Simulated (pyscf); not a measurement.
PySCF, gas phase, ωB97X-D3(BJ)/def2-SVP geometries.

Task: Estimate by transition-state theory the rate constant of H₂N–SiH₃ + F–SiH₃ → H₂N–SiH₂–F + SiH₄ (singlet surface; N–Si, H–Si broken, N–Si, H–Si formed) at 900 K, with ωB97M-D3(BJ)/def2-TZVP energies (ideal gas, 1 atm, RRHO with modes under 100 cm⁻¹ raised to 100, one conformer, R ln 2 for chiral ones without a mode under 150 cm⁻¹; no tunnelling).

Result: The electronic barrier is 18.2 kcal/mol and the thermal terms add +38.5, so ΔG‡ = 56.7 kcal/mol. With k_BT/h = 1.88e+13 s⁻¹ and RT = 1.788 kcal/mol, and a volume of 1.23e-19 cm³ per molecule at 1 atm, k = 3.8e-20 cm³ molecule⁻¹ s⁻¹. Wigner's tunnelling factor for 354i cm⁻¹ would be 1.01. A shift of 1 kcal/mol in the barrier changes k by a factor 1.7. On the reactant side the descent ends in a complex (not fully relaxed), 4.0 kcal/mol under the separated species and 19.8 kcal/mol under the saddle at ωB97X-D3(BJ)/def2-TZVP. At ωB97X-D3(BJ) the barrier from the zero used here is 15.8 kcal/mol. One saddle was located; it need not be the lowest between these sides.
